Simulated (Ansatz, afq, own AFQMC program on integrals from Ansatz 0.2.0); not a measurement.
## Where AFQMC and coupled cluster stand for SiH$_{4}$O, singlet

```xyz
6

O    -1.7617    0.0172    0.0000
H    -2.0110    0.9438    0.0000
H    -0.7027    0.0172    0.0000
Si    0.9863    0.0172    0.0000
H     1.5984   -0.8571    1.0900
H     1.5984   -0.8571   -1.0900
```

Connectivity, by distances: OH ··· SiH2, 1 bridging H.

Basis cc-pVTZ. Only valence electrons are correlated. Ansatz 0.2.0 and our own AFQMC program on the same integrals; the CISD trial comes from CCSD amplitudes, and released means the phaseless constraint is let go. Error bars are statistical, one sigma.

Determinant: RHF, the one that the program's search chose, which needn't be the lowest solution. The geometry is a point of a scan.

No full CI on the walks' own integrals is used here; CCSDT(Q) serves as the reference and is uncertain by about the last step of the cluster series.

Cautions: higher spins were not checked; restricted determinant unstable towards unrestricted (UHF 207 meV lower, ⟨S²⟩ 0.54); the released energies are still falling, so no released level is given (meV from the phaseless value at times in 1/Eh: -6 ± 9 at 0.24, -12 ± 8 at 0.51, -22 ± 8 at 0.99, -28 ± 13 at 1.62, -38 ± 18 at 2.40), though the last usable value meets CCSDT(Q) within the noise; the ph-AFQMC/CISD walk drifts between its halves (2.3 errors).

* T1 diagnostic: 0.0141
* weight of the determinant in the CISD state: 0.848
* size of the correlated space: 14 electrons in 114 orbitals

Reference: CCSDT(Q), correlation energy -11.884 eV.

| level | E − E(reference) (meV) | share of correlation (%) |
| --- | --- | --- |
| HF | 11884.3 | 0.00 |
| MP2 | 1231.8 | 89.63 |
| CCSD | 468.5 | 96.06 |
| CCSD(T) | 53.5 | 99.55 |
| CCSDT | 26.2 | 99.78 |
| ph-AFQMC/CISD | 17.5 ± 8.0 | 99.85 |

A walk keeps the symmetry of its determinant, which the program's search chose and which needn't be the lowest solution, so a lower state of the same spin and another symmetry isn't excluded.
